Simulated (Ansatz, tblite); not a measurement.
# The cluster P3: a ladder of methods and basis sets

How do method and basis change the picture of the cluster P3 (doublet)?

Program: Ansatz 0.2.0, Gaussian basis. Level of theory: as each input shows. These are calculated values, not measurements.

The runs, in order: GFN1-xTB, GFN2-xTB, PBE-D4/def2-TZVP, r2SCAN-D4/def2-TZVP, ωB97M-V/def2-TZVP, B2PLYP/def2-TZVP, B97M-V/def2-TZVP, r2SCAN0-D4/def2-TZVP, HF/def2-TZVP, PBE+5HF/def2-TZVP, PBE+10HF/def2-TZVP, PBE+15HF/def2-TZVP, PBE+35HF/def2-TZVP, PBE+50HF/def2-TZVP, PBE-D4/def2-SVP, PBE0-D4/def2-SVP, HF/STO-3G, HF/6-31G, B3LYP-D4/6-31G, PBE0-D4/def2-TZVPD, PBE-D4/def2-TZVPD, r2SCAN-D4/def2-TZVPD, CCSD(T)/def2-TZVPP, MP2/def2-TZVP, RPA/def2-TZVP, CCSD(T)/def2-TZVPD.

### Step 1. The geometry

The doublet was relaxed beforehand with PBE0-D4/def2-TZVP. At that level it is the lowest of the isomers that a small search found.

3 atoms, charge 0, spin multiplicity 2.

Bond lengths: P1–P2 2.068 Å, P1–P3 2.069 Å, P2–P3 2.230 Å. Angles: P2–P1–P3 65.2°, P1–P2–P3 57.4°, P1–P3–P2 57.4°.

PBE0-D4/def2-TZVP was run before; its log isn't repeated, and its numbers join the tables.

### Step 2. GFN1-xTB

Tight binding, by tblite at 300 K electronic temperature and without a spin-polarisation term:

```python
tblite.interface.Calculator('GFN1-xTB', numbers, positions, charge=0, uhf=1).singlepoint()
```

Energy -212.3834 eV; 0.015 s.

### Step 3. GFN2-xTB

Tight binding, by tblite at 300 K electronic temperature and without a spin-polarisation term:

```python
tblite.interface.Calculator('GFN2-xTB', numbers, positions, charge=0, uhf=1).singlepoint()
```

Energy -204.5566 eV; 0.011 s.

### Step 4. PBE-D4/def2-TZVP

start.molden holds the orbitals of an earlier run on this state, given as this run's starting guess.

Contents of in.yaml:

```yaml
crystal:
  periodic: [false, false, false]
  atoms:
    - {symbol: P, position_ang: [0.341336, 1.060607, 0.328272]}
    - {symbol: P, position_ang: [-1.184239, -0.333686, 0.256798]}
    - {symbol: P, position_ang: [0.842903, -0.726931, -0.585070]}
basis:
  gaussian: {orbitals: def2-TZVP, initial_orbitals: start.molden}
magnetization: {spin_polarized: true, initial_magnetization: 1}
hamiltonian: {xc: pbe, dispersion: d4}
scf: {omitted_lower_state_checks: [starts]}
output: {forces: true, orbitals: {seedname: orbitals}}
```

Command:

```bash
> ansatz run in.yaml --threads 4 --pin off --events-out ev --progress --plain --max-ram 3916MiB
```

Further steps of the session: r2SCAN-D4/def2-TZVP; ωB97M-V/def2-TZVP; B2PLYP/def2-TZVP; B97M-V/def2-TZVP; r2SCAN0-D4/def2-TZVP; HF/def2-TZVP; PBE+5HF/def2-TZVP; PBE+10HF/def2-TZVP; PBE+15HF/def2-TZVP; PBE+35HF/def2-TZVP; PBE+50HF/def2-TZVP; PBE-D4/def2-SVP; PBE0-D4/def2-SVP; HF/STO-3G; HF/6-31G; B3LYP-D4/6-31G; PBE0-D4/def2-TZVPD; PBE-D4/def2-TZVPD; r2SCAN-D4/def2-TZVPD; CCSD(T)/def2-TZVPP; MP2/def2-TZVP; RPA/def2-TZVP; CCSD(T)/def2-TZVPD.

Before running them: what should the planned runs give, taken together? Wanted: gap in def2-TZVP, named functionals and Hartree-Fock, smallest and largest; gap over the share of exact exchange; correlation energy, CCSD(T)/def2-TZVPP; correlation energy, MP2/def2-TZVP; correlation energy, CCSD(T)/def2-TZVPD; binding an atom, functionals in def2-TZVP; ⟨S²⟩ in def2-TZVP, named functionals and Hartree-Fock, smallest and largest; PBE0 total energy, smallest basis above largest.

As calculated:

| quantity | value |
| --- | --- |
| gap in def2-TZVP, named functionals and Hartree-Fock, smallest and largest | 0.60 eV (PBE-D4), 8.98 eV (HF) |
| gap over the share of exact exchange | 0.60 eV at 0, 4.37 eV at 0.5 |
| correlation energy, CCSD(T)/def2-TZVPP | -12.35 eV |
| correlation energy, MP2/def2-TZVP | -10.23 eV |
| correlation energy, CCSD(T)/def2-TZVPD | -12.26 eV |
| binding an atom, functionals in def2-TZVP | 2.42 (r2SCAN0-D4) to 2.76 eV (PBE-D4) |
| ⟨S²⟩ in def2-TZVP, named functionals and Hartree-Fock, smallest and largest | 0.771, 1.125 |
| PBE0 total energy, smallest basis above largest | 9.74 eV (def2-SVP, def2-TZVPD) |

Orbital gaps of the named functionals and Hartree-Fock in def2-TZVP span 0.60 eV (PBE-D4) to 8.98 eV (HF); exact exchange widens it. Raising the share of exact exchange from 0 to 0.5 moves the HOMO by -2.13 eV and the LUMO by +1.64 eV. Over the named functionals and Hartree-Fock in def2-TZVP spin contamination reaches 0.38 (HF), so some levels may describe another state. Notes on CCSD(T)/def2-TZVPP: large T1 diagnostic, spin contamination.
